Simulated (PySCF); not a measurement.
An unknown is described by computed data only.

Formula: C2HNS.

- Dipole: 2.64 D [CAM-B3LYP/def2-SVPD]
- UV, strongest line: among the 8 lowest singlet transitions: S3 at 5.17 eV (240 nm, f = 0.249) [TDDFT CAM-B3LYP/def2-SVPD]
- Polarisability: 49.5 au [CAM-B3LYP/def2-SVPD]
- 13C NMR: chemical shifts (computed TMS as zero) by class: 232.4 (1 C), 120.7 (1 C) ppm [GIAO PBE0/pcSseg-1]
- NMR, other nuclei: isotropic shieldings of nuclei other than C and H, by class: -66 (1 N), -1151 (1 S) ppm [GIAO PBE0/pcSseg-1]
- Rotational structure: rotational constants A, B, C: 41.096, 3.295, 3.050 GHz [GFN2-xTB]
- Triplet: lowest triplet excitation (Tamm–Dancoff): 1.35 eV [TDA CAM-B3LYP/def2-SVPD]

The electronic properties come from PySCF, for the isolated species, density fitting. Levels stand in brackets. Geometry: GFN2-xTB; no solvent, vibrations or thermal averaging. Each NMR value is the plain mean over a class of atoms that symmetry, rotation or inversion makes alike.

Q: Propose a structure and show how it fits.

A: Numbering: `[N:1]#[C:2][CH:3]=[S:4]`. Its formula, C2HNS, gives 3 degrees of unsaturation: 0 rings and 3 π bonds in the structure found. 2 carbons fall into 2 classes; from least to most shielded: thiocarbonyl carbon [C3] (232.4 ppm), nitrile carbon [C2] (120.7 ppm). The other shieldings belong to: -66 ppm, nitrile nitrogen [N1]; -1151 ppm, thiocarbonyl sulfur [S4]. The optimised geometry has point group Cs and is an asymmetric top. Structure: `N#CC=S`. The assignments are read from this structure; whether some other isomer fits the data as well wasn't checked.
